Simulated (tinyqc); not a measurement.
RKS/exchange-only LDA in the sto-6g basis, for H2F+, spin multiplicity 1, step by step. One step of it, computed by the program tinyqc.

Task: Iteration 2: building the Kohn-Sham matrix. J_ij = sum D_kl (ij|kl); F = H + J + V_xc; E = tr D H + tr D J / 2 + E_xc + E_nn.

D after iteration 1, order 1F 1s, 1F 2s, 1F 2px, 1F 2py, 1F 2pz, 2H 1s, 3H 1s:
```
[[2.121380, -0.541679, 0.000000, 0.000000, 0.028471, 0.079536, 0.079536],
 [-0.541679, 2.467985, 0.000000, 0.000000, -0.191729, -0.561175, -0.561175],
 [0.000000, 0.000000, 2.000000, 0.000000, 0.000000, 0.000000, 0.000000],
 [0.000000, 0.000000, 0.000000, 0.224069, 0.000000, 0.422853, -0.422853],
 [0.028471, -0.191729, 0.000000, 0.000000, 0.147791, 0.361603, 0.361603],
 [0.079536, -0.561175, 0.000000, 0.422853, 0.361603, 1.686615, 0.090637],
 [0.079536, -0.561175, 0.000000, -0.422853, 0.361603, 0.090637, 1.686615]]
```

core Hamiltonian H = T + V (hartree), order 1F 1s, 1F 2s, 1F 2px, 1F 2py, 1F 2pz, 2H 1s, 3H 1s:
```
[[-41.325358, -9.218438, 0.000000, 0.000000, -0.010052, -1.112256, -1.112256],
 [-9.218438, -11.292664, 0.000000, 0.000000, -0.117960, -2.652205, -2.652205],
 [0.000000, 0.000000, -9.082165, 0.000000, 0.000000, 0.000000, 0.000000],
 [0.000000, 0.000000, 0.000000, -9.172055, 0.000000, -1.588093, 1.588093],
 [-0.010052, -0.117960, 0.000000, 0.000000, -9.115173, -0.987201, -0.987201],
 [-1.112256, -2.652205, 0.000000, -1.588093, -0.987201, -4.725318, -0.759833],
 [-1.112256, -2.652205, 0.000000, 1.588093, -0.987201, -0.759833, -4.725318]]
```

Two-electron integrals (ij|kl) in chemists' order, unique and non-zero (hartree):
```
(11|11) 5.406240    (21|11) 0.768129    (21|21) 0.138909    (22|11) 1.266271
(22|21) 0.283987    (22|22) 0.926367    (31|31) 0.029452    (32|31) 0.044681
(32|32) 0.204753    (33|11) 1.266273    (33|21) 0.283987    (33|22) 0.926366
(33|33) 0.998085    (41|41) 0.029452    (42|41) 0.044681    (42|42) 0.204753
(43|43) 0.053789    (44|11) 1.266273    (44|21) 0.283987    (44|22) 0.926366
(44|33) 0.890506    (44|44) 0.998085    (51|51) 0.029452    (52|51) 0.044681
(52|52) 0.204753    (53|53) 0.053789    (54|54) 0.053789    (55|11) 1.266273
(55|21) 0.283987    (55|22) 0.926366    (55|33) 0.890506    (55|44) 0.890506
(55|55) 0.998085    (61|11) 0.098005    (61|21) 0.017000    (61|22) 0.034031
(61|33) 0.033974    (61|41) 0.000633    (61|42) 0.001242    (61|44) 0.034099
(61|51) 0.000384    (61|52) 0.000753    (61|54) 0.000076    (61|55) 0.034020
(61|61) 0.002115    (62|11) 0.261065    (62|21) 0.059491    (62|22) 0.218119
(62|33) 0.214986    (62|41) 0.003701    (62|42) 0.028504    (62|44) 0.221860
(62|51) 0.002243    (62|52) 0.017272    (62|54) 0.004165    (62|55) 0.217510
(62|61) 0.007291    (62|62) 0.065109    (63|31) 0.006433    (63|32) 0.037429
(63|43) 0.005887    (63|53) 0.003567    (63|63) 0.009282    (64|11) 0.157249
(64|21) 0.036322    (64|22) 0.142304    (64|33) 0.136435    (64|41) 0.008361
(64|42) 0.054641    (64|44) 0.152475    (64|51) 0.001168    (64|52) 0.010430
(64|54) 0.006153    (64|55) 0.138001    (64|61) 0.004633    (64|62) 0.052135
(64|64) 0.050622    (65|11) 0.095288    (65|21) 0.022010    (65|22) 0.086232
(65|33) 0.082675    (65|41) 0.001168    (65|42) 0.010430    (65|44) 0.085261
(65|51) 0.007141    (65|52) 0.043749    (65|54) 0.007454    (65|55) 0.090759
(65|61) 0.002807    (65|62) 0.031592    (65|64) 0.025051    (65|65) 0.024462
(66|11) 0.443248    (66|21) 0.102893    (66|22) 0.434721    (66|33) 0.421101
(66|41) 0.007487    (66|42) 0.081587    (66|44) 0.450986    (66|51) 0.004537
(66|52) 0.049440    (66|54) 0.018109    (66|55) 0.432075    (66|61) 0.012681
(66|62) 0.173202    (66|64) 0.160562    (66|65) 0.097296    (66|66) 0.774999
(71|11) 0.098005    (71|21) 0.017000    (71|22) 0.034031    (71|33) 0.033974
(71|41) -0.000633   (71|42) -0.001242   (71|44) 0.034099    (71|51) 0.000384
(71|52) 0.000753    (71|54) -0.000076   (71|55) 0.034020    (71|61) 0.002085
(71|62) 0.007059    (71|64) 0.004131    (71|65) 0.002721    (71|66) 0.012185
(71|71) 0.002115    (72|11) 0.261065    (72|21) 0.059491    (72|22) 0.218119
(72|33) 0.214986    (72|41) -0.003701   (72|42) -0.028504   (72|44) 0.221860
(72|51) 0.002243    (72|52) 0.017272    (72|54) -0.004165   (72|55) 0.217510
(72|61) 0.007059    (72|62) 0.051548    (72|64) 0.028772    (72|65) 0.024253
(72|66) 0.109038    (72|71) 0.007291    (72|72) 0.065109    (73|31) 0.006433
(73|32) 0.037429    (73|43) -0.005887   (73|53) 0.003567    (73|63) 0.007060
(73|73) 0.009282    (74|11) -0.157249   (74|21) -0.036322   (74|22) -0.142304
(74|33) -0.136435   (74|41) 0.008361    (74|42) 0.054641    (74|44) -0.152475
(74|51) -0.001168   (74|52) -0.010430   (74|54) 0.006153    (74|55) -0.138001
(74|61) -0.004131   (74|62) -0.028772   (74|64) -0.009486   (74|65) -0.013295
(74|66) -0.057023   (74|71) -0.004633   (74|72) -0.052135   (74|74) 0.050622
(75|11) 0.095288    (75|21) 0.022010    (75|22) 0.086232    (75|33) 0.082675
(75|41) -0.001168   (75|42) -0.010430   (75|44) 0.085261    (75|51) 0.007141
(75|52) 0.043749    (75|54) -0.007454   (75|55) 0.090759    (75|61) 0.002721
(75|62) 0.024253    (75|64) 0.013295    (75|65) 0.018293    (75|66) 0.056123
(75|71) 0.002807    (75|72) 0.031592    (75|74) -0.025051   (75|75) 0.024462
(76|11) 0.068756    (76|21) 0.015845    (76|22) 0.063483    (76|33) 0.062391
(76|44) 0.063611    (76|51) 0.000952    (76|52) 0.008918    (76|55) 0.064448
(76|61) 0.001918    (76|62) 0.018919    (76|64) 0.013347    (76|65) 0.010520
(76|66) 0.054723    (76|71) 0.001918    (76|72) 0.018919    (76|74) -0.013347
(76|75) 0.010520    (76|76) 0.007058    (77|11) 0.443248    (77|21) 0.102893
(77|22) 0.434721    (77|33) 0.421101    (77|41) -0.007487   (77|42) -0.081587
(77|44) 0.450986    (77|51) 0.004537    (77|52) 0.049440    (77|54) -0.018109
(77|55) 0.432075    (77|61) 0.012185    (77|62) 0.109038    (77|64) 0.057023
(77|65) 0.056123    (77|66) 0.262386    (77|71) 0.012681    (77|72) 0.173202
(77|74) -0.160562   (77|75) 0.097296    (77|76) 0.054723    (77|77) 0.774999
```

nuclear repulsion = 8.36899191 hartree

V_xc (hartree), order 1F 1s, 1F 2s, 1F 2px, 1F 2py, 1F 2pz, 2H 1s, 3H 1s:
```
[[-3.169662, -0.386897, 0.000000, 0.000000, 0.001810, -0.051131, -0.051131],
 [-0.386897, -0.739017, 0.000000, 0.000000, -0.001961, -0.169583, -0.169583],
 [0.000000, 0.000000, -0.794325, 0.000000, 0.000000, 0.000000, 0.000000],
 [0.000000, 0.000000, 0.000000, -0.721120, 0.000000, -0.113710, 0.113710],
 [0.001810, -0.001961, 0.000000, 0.000000, -0.701562, -0.069996, -0.069996],
 [-0.051131, -0.169583, 0.000000, -0.113710, -0.069996, -0.451948, -0.047954],
 [-0.051131, -0.169583, 0.000000, 0.113710, -0.069996, -0.047954, -0.451948]]
```

E_xc = sum of w rho eps_xc = -8.58318524 hartree

Give: Coulomb J; Kohn-Sham matrix F; total energy of this density.

Result:

Coulomb J (hartree), order 1F 1s, 1F 2s, 1F 2px, 1F 2py, 1F 2pz, 2H 1s, 3H 1s:
```
[[18.122, 3.169, 0.000, 0.000, 0.007, 0.392, 0.392],
 [3.169, 8.227, 0.000, 0.000, 0.135, 1.993, 1.993],
 [0.000, 0.000, 8.303, 0.000, 0.000, 0.000, 0.000],
 [0.000, 0.000, 0.000, 8.228, 0.000, 1.327, -1.327],
 [0.007, 0.135, 0.000, 0.000, 8.149, 0.835, 0.835],
 [0.392, 1.993, 0.000, 1.327, 0.835, 4.632, 0.612],
 [0.392, 1.993, 0.000, -1.327, 0.835, 0.612, 4.632]]
```

Kohn-Sham matrix F (hartree), order 1F 1s, 1F 2s, 1F 2px, 1F 2py, 1F 2pz, 2H 1s, 3H 1s:
```
[[-26.373, -6.437, 0.000, 0.000, -0.001, -0.771, -0.771],
 [-6.437, -3.805, 0.000, 0.000, 0.015, -0.829, -0.829],
 [0.000, 0.000, -1.574, 0.000, 0.000, 0.000, 0.000],
 [0.000, 0.000, 0.000, -1.665, 0.000, -0.374, 0.374],
 [-0.001, 0.015, 0.000, 0.000, -1.667, -0.222, -0.222],
 [-0.771, -0.829, 0.000, -0.374, -0.222, -0.545, -0.195],
 [-0.771, -0.829, 0.000, 0.374, -0.222, -0.195, -0.545]]
```

total energy of this density = -97.00035 hartree
